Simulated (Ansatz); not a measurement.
Input file for Ansatz (a first-principles code): R-CAM-B3LYP/def2-TZVPPD on C4H4 (a complex). Files ending in .json are basis or fitting sets from the Basis Set Exchange.

Ansatz 0.2 input:
```yaml
crystal:
  periodic: [false, false, false]
  atoms:
    - {symbol: C, position_ang: [-0.41254600, 1.67817500, 0.00000000]}
    - {symbol: C, position_ang: [0.41254600, 2.56162700, 0.00000000]}
    - {symbol: H, position_ang: [-1.13202600, 0.89080900, 0.00000000]}
    - {symbol: H, position_ang: [1.13465100, 3.34577000, 0.00000000]}
    - {symbol: C, position_ang: [0.41254600, -1.67817500, 0.00000000]}
    - {symbol: C, position_ang: [-0.41254600, -2.56162700, 0.00000000]}
    - {symbol: H, position_ang: [1.13202600, -0.89080900, 0.00000000]}
    - {symbol: H, position_ang: [-1.13465100, -3.34577000, 0.00000000]}
basis:
  gaussian:
    orbitals: def2-TZVPPD.json
hamiltonian:
  xc: {name: CAM-B3LYP}
scf: {lower_state_search: off}
```

The log:

```
WARN ansatz: RAYON_NUM_THREADS=1 ignored (pool sized by the plan → 1); use --threads N
Functional definition: CAM-B3LYP
these checks for a lower state are left out or cut short: stability, starts, cluster_reference, orbital_swaps, neighbouring_geometries, increment
integrals: 0.10 GiB planned
932 factors; their error is unknown
integrals: 0.14 GiB planned
328 factors; integrals over basis functions are off by at most 2.3e-5 eV
mean field: 1.07 GiB planned
mean field evaluation 1: about -4201.8875 eV, gradient 5.0e1 eV
mean field evaluation 2: about -4204.3717 eV, gradient 3.7e1 eV
mean field evaluation 4: about -4207.6990 eV, gradient 1.5e0 eV
mean field evaluation 8: about -4207.6964 eV, gradient 6.9e-3 eV
mean field evaluation 16: about -4207.6964 eV, gradient 4.0e-6 eV
mean field -4207.69636197 eV, -154.6299892235 hartree, gradient 3.2e-6 eV, S^2 0.000000; 0 other end points of the search recorded, 0 dependent functions left out
reference -4207.69649609 eV, -154.6299941521 hartree; 14, 14 occupied and 202, 202 virtual orbitals, 932 factors
Total energy: -4207.69649609 eV, -154.6299941521 hartree
Checks for a lower state left out: stability, starts, cluster_reference, orbital_swaps, neighbouring_geometries, increment
```

The calculation finished and met its thresholds.

Cost: about 3 core-seconds (a rough figure).
